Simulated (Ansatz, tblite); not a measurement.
**The cluster CuTe2: charged states by level of theory**

The task here is to estimate one member of a computed series from the others.

The runs use Ansatz 0.2.0, Gaussian basis; as each input shows.

The runs, in order: charge +1 singlet, at the geometry of the doublet (PBE0-D4/def2-TZVP, PBE-D4/def2-TZVP, r2SCAN-D4/def2-TZVP, B97M-V/def2-TZVP, HSE06-D4/def2-TZVP, BHLYP-D4/def2-TZVP, BLYP-D4/def2-TZVP, ωB97X-V/def2-TZVP); charge +1 singlet, relaxed (PBE0-D4/def2-TZVP, PBE-D4/def2-TZVP); charge -1 singlet, at the geometry of the doublet (PBE0-D4/def2-TZVPD, PBE-D4/def2-TZVPD, r2SCAN-D4/def2-TZVPD); charge -1 singlet, relaxed (PBE0-D4/def2-TZVPD, PBE-D4/def2-TZVPD); the starting doublet's energies come from earlier runs.

5 further runs of the same task are left out: 1 for a known fault of the program, 1 that didn't finish, 3 set aside as unsound or not needed.

### The relaxed structure

The geometry is that of the doublet, from an earlier relaxation (PBE-D4/def2-TZVP). At that level it is the lowest of the isomers that a small search found.

3 atoms, charge 0, spin multiplicity 2.

Atoms are counted from 1 here; the program's logs count them from 0.

Bond lengths: Cu1–Te2 2.462 Å, Cu1–Te3 2.462 Å, Te2–Te3 2.816 Å. Angles: Te2–Cu1–Te3 69.8°, Cu1–Te2–Te3 55.1°, Cu1–Te3–Te2 55.1°.

Te takes a core potential in the def2 sets. No spin-orbit coupling is included.

Set-up of the first run:

in.yaml reads:

```yaml
crystal:
  periodic: [false, false, false]
  atoms:
    - {symbol: Cu, position_ang: [-0.877428, -0.597806, -0.828344]}
    - {symbol: Te, position_ang: [-0.377926, -0.026621, 1.514141]}
    - {symbol: Te, position_ang: [1.255364, 0.624427, -0.685797]}
basis:
  gaussian: {orbitals: def2-SVP}
total_charge: 1
hamiltonian: {xc: pbe0, dispersion: d4}
output: {orbitals: {seedname: orbitals}}
```

Run with:

```bash
$ ansatz run in.yaml --threads 2 --pin off --events-out ev --progress --plain --max-ram 4352MiB
```

Among the steps run: Charge +1 singlet at the fixed geometry, first pass, PBE0-D4/def2-SVP; Charge +1 singlet at the fixed geometry, PBE0-D4/def2-TZVP; Charge +1 singlet at the fixed geometry, PBE-D4/def2-TZVP; Charge +1 singlet at the fixed geometry, r2SCAN-D4/def2-TZVP; Charge +1 singlet at the fixed geometry, B97M-V/def2-TZVP; Charge +1 singlet at the fixed geometry, HSE06-D4/def2-TZVP; Charge +1 singlet at the fixed geometry, BHLYP-D4/def2-TZVP; Charge +1 singlet at the fixed geometry, BLYP-D4/def2-TZVP; Charge +1 singlet at the fixed geometry, ωB97X-V/def2-TZVP.

One table of the session follows, with a row left open; its other results are not shown here.

Beside −ε(HOMO) of the starting state (over both spins):

| level | −ε(HOMO) (eV) | by difference (eV) | mismatch (eV) |
| --- | --- | --- | --- |
| B97M-V/def2-TZVP | 4.91 | 7.81 | -2.90 |
| PBE0-D4/def2-TZVP | ? | ? | ? |
| HSE06-D4/def2-TZVP | 5.36 | 8.03 | -2.67 |
| BHLYP-D4/def2-TZVP | 6.53 | 8.11 | -1.58 |
| ωB97X-V/def2-TZVP | 7.79 | 8.15 | -0.36 |

**Question.** Estimate the row for PBE0-D4/def2-TZVP.

The run gave: −ε(HOMO) (eV): 5.74; by difference (eV): 8.04; mismatch (eV): -2.30. In the column «−ε(HOMO) (eV)» it lies between HSE06-D4/def2-TZVP (5.36) and BHLYP-D4/def2-TZVP (6.53).
